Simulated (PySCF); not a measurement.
Several orderings of computed values.

All species are isolated and taken at one optimised geometry, non-relativistic unless stated; the electronic structure was computed with PySCF and density fitting.

Dipoles, sizes and rotational constants follow the conformer. The torsions of the flexible species, by atom-mapped SMILES:
- `[CH2:1]=[C:2]([CH3:3])[Ge@@H:4]([CH3:5])[O:6][SiH3:7]`: C1–C2–Ge4–C5 0°, C2–Ge4–O6–Si7 -48°
- `[OH:1][SiH2:2][C:3]#[C:4][GeH3:5]`: H–O1–Si2–C3 57°
- `[CH3:1][S:2][Si@@H:3]([Cl:4])[CH:5]1[CH2:6][CH2:7]1`: C1–S2–Si3–Cl4 50°, S2–Si3–C5–C6 166°
- `[CH3:1][CH2:2][C:3](=[S:4])[CH2:5][SiH2:6][Cl:7]`: C1–C2–C3–S4 -10°, C2–C3–C5–Si6 -94°, C3–C5–Si6–Cl7 176°
- `[CH2:1]=[CH:2][CH2:3][Si@@H:4]([Cl:5])[S:6][CH3:7]`: C1–C2–C3–Si4 -109°, C2–C3–Si4–Cl5 179°, C3–Si4–S6–C7 -168°
- `[CH:1]#[C:2]/[CH:3]=[CH:4]\[Si@@H:5]([C:6]#[N:7])[CH:8]=[O:9]`: C3–C4–Si5–C6 -46°, C4–Si5–C8–O9 116°

The conformers of `CC(=O)O[C@H]1CC[SiH2]C1` aren't listed.

(1) Rank by static isotropic polarisability, highest first (CAM-B3LYP/def2-SVPD at PBE0-D3(BJ)/def2-SVP geometries).
A. `[Ge@@H]([O][SiH3])([CH3])[C](C)=C` (C4H12GeOSi)
B. `N#CO` (CHNO)
C. `O[SiH2]C#[C][GeH3]` (C2H6GeOSi)
D. `CC(=O)O[C@H]1CC[SiH2]C1` (C6H12O2Si)

(2) By how much do the two ends of that ranking differ?

(3) Rank by smallest rotational constant, lowest first (GFN2-xTB).
A. `C#C/C=C\[Si@@H](C#N)C=O`
B. `CCC(=S)C[SiH2]Cl`
C. `C=CC[Si@@H](Cl)SC`
D. `CS[Si@@H](Cl)C1CC1`

(4) Rank by lowest singlet excitation, highest first (TDDFT CAM-B3LYP/def2-SVPD at PBE0-D3(BJ)/def2-SVP geometries).
A. `O[SiH2]C#[C][GeH3]` (C2H6GeOSi)
B. `CC(=O)O[C@H]1CC[SiH2]C1` (C6H12O2Si)
C. `N#CO` (CHNO)
D. `C=[C](C)[Ge@@H]([CH3])[O][SiH3]` (C4H12GeOSi)

(5) Give the two extremes of that set as wavelengths.

Answers

(1) A (107.1 au), D (102.2 au), C (85.9 au), B (21.5 au).

(2) By 85.6 au, between `C=[C](C)[Ge@@H]([CH3])[O][SiH3]` and `N#CO` (HOCN).

(3) B (0.562 GHz), C (0.675 GHz), D (0.755 GHz), A (0.930 GHz).

(4) C (6.92 eV), D (6.36 eV), B (5.93 eV), A (5.45 eV).

(5) `O[SiH2]C#[C][GeH3]`: 227 nm; `N#CO` (HOCN): 179 nm.
